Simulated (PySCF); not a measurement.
# CS₂: map over both bonds

All numbers come from wB97X in PySCF with C def2-TZVP, S def2-TZVP; no relativity; density-fitted integrals.

Rigid scan from the singlet minimum (C–S 1.544 Å (×2); S–C–S 180.0°). Coordinate: rows scale the first bond (C–S), columns the second (C–S). Energies in kJ/mol from the minimum.

Problem. Give the energy map for rows 0.94, 0.97, 1.00, 1.04, 1.09, 1.15 and columns 0.94, 0.97, 1.00, 1.04, 1.09, 1.15.

Solution. 
```tsv
scale \ scale	0.94	0.97	1.00	1.04	1.09	1.15
0.94	57.4	34.6	26.1	31.7	57.9	106.5
0.97	34.6	13.2	6.0	13.1	41.1	91.6
1.00	26.1	6.0	0.0	8.6	38.3	90.6
1.04	31.7	13.1	8.6	19.1	50.9	105.5
1.09	57.9	41.1	38.3	50.9	85.0	142.2
1.15	106.5	91.6	90.6	105.5	142.2	202.3
```

Problem. And the size of the dipole moment (D) on the same grid?

Solution. 
| scale \ scale | 0.94 | 0.97 | 1.00 | 1.04 | 1.09 | 1.15 |
| --- | --- | --- | --- | --- | --- | --- |
| 0.94 | 0.00 | 0.36 | 0.72 | 1.18 | 1.74 | 2.38 |
| 0.97 | 0.36 | 0.00 | 0.36 | 0.82 | 1.38 | 2.02 |
| 1.00 | 0.72 | 0.36 | 0.00 | 0.46 | 1.03 | 1.67 |
| 1.04 | 1.18 | 0.82 | 0.46 | 0.00 | 0.56 | 1.20 |
| 1.09 | 1.74 | 1.38 | 1.03 | 0.56 | 0.00 | 0.64 |
| 1.15 | 2.38 | 2.02 | 1.67 | 1.20 | 0.64 | 0.00 |

Other isomers or separated fragments may lie lower.
